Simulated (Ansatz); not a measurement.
Two isomers of C3H6FN: A = `C=C(F)NC`, B = `C=C(N)CF`.

Calculated with Ansatz (gas phase, PBE0-D4/def2-TZVP geometries, no zero-point term in ΔE). CCSD(T)/CBS adds triple-zeta CCSD(T) − MP2 to the extrapolated MP2 energy (def2 sets, frozen cores). Functionals use def2-TZVPP. B3LYP here is the variant with VWN-RPA as its local correlation; programs differ in this. Each species was taken in one conformer, which may not be the lowest.

A:

```xyz
11

C    -0.643   -1.333   -1.312
C    -0.562   -0.594   -0.210
F    -1.002   -1.083    0.956
N    -0.123    0.697   -0.072
C     0.724    1.044    1.054
H    -0.238   -0.970   -2.245
H    -1.145   -2.288   -1.289
H     0.185    1.081   -0.951
H     0.871    2.124    1.062
H     1.705    0.553    1.025
H     0.227    0.768    1.982
```

B:

```xyz
11

C     0.598    0.029   -1.371
C    -0.026    0.133   -0.194
N    -1.087    0.973    0.083
C     0.483   -0.596    1.007
F    -0.567   -1.217    1.676
H     0.291    0.607   -2.235
H     1.453   -0.622   -1.481
H    -1.707    0.631    0.801
H    -1.584    1.318   -0.722
H     0.939    0.103    1.715
H     1.206   -1.359    0.720
```

(1) Which isomer does CCSD(T)/CBS put lower? Give the gap. (Estimate.)

(2) Give E(B) − E(A) in kJ/mol with B3LYP, B3LYP-D4, HF/def2-TZVPP, PBE0-D4, CCSD(T)/def2-TZVPP, ωB97M-V, B2PLYP. (An estimate is asked.)

Largest T1 diagnostic: 0.011.

## Answers

(1) Computed: B, by 24.6 kJ/mol.

(2) The calculation gave: B3LYP -18.0, B3LYP-D4 -19.1, HF/def2-TZVPP -18.7, PBE0-D4 -17.6, CCSD(T)/def2-TZVPP -22.4, ωB97M-V -19.3, B2PLYP -20.1. None reverses the order clearly.

In def2-TZVPP, CCSD(T) changes the Hartree–Fock value by −3.8 kJ/mol (the triples alone add −0.2 kJ/mol) and MP2 by −4.3 kJ/mol.
